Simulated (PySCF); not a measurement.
Isomers of C5H6Cl (doublet state), one GFN2-xTB conformer each. Single-point energies are computed at B3LYP/pcH-1 (PySCF, gas phase, no added dispersion term), electronic only. GFN2-xTB treats the open shell by occupation alone, and not every SCF solution was tested for stability.

| SMILES | GFN2-xTB relative energy (kcal/mol) |
| --- | --- |
| [H]/[C]=C\C/C=C\Cl | 7.3 |
| C#CC[CH]CCl | 0.0 |

Conformers: `[H]/[C:1]=[CH:2]\[CH2:3]/[CH:4]=[CH:5]\[Cl:6]` (doublet state) with C1–C2–C3–C4 119°, C2–C3–C4–C5 93°; `[CH:1]#[C:2][CH2:3][CH:4][CH2:5][Cl:6]` (doublet state) with C2–C3–C4–C5 54°, C3–C4–C5–Cl6 87°.

Task: What does B3LYP/pcH-1 give for the same structures?

Result: 
| SMILES | B3LYP/pcH-1 E (Eh) | B3LYP/pcH-1 (kcal/mol) | GFN2-xTB (kcal/mol) | point group |
| --- | --- | --- | --- | --- |
| C#CC[CH]CCl | -654.23794 | 0.0 | 0.0 | C1 |
| [H]/[C]=C\C/C=C\Cl | -654.23215 | 3.6 | 7.3 | C1 |

Both levels put the same isomer lowest. Neighbours under 5.0 kcal/mol apart (C#CC[CH]CCl and [H]/[C]=C\C/C=C\Cl) can change places with a better method, another conformer or zero-point energy.
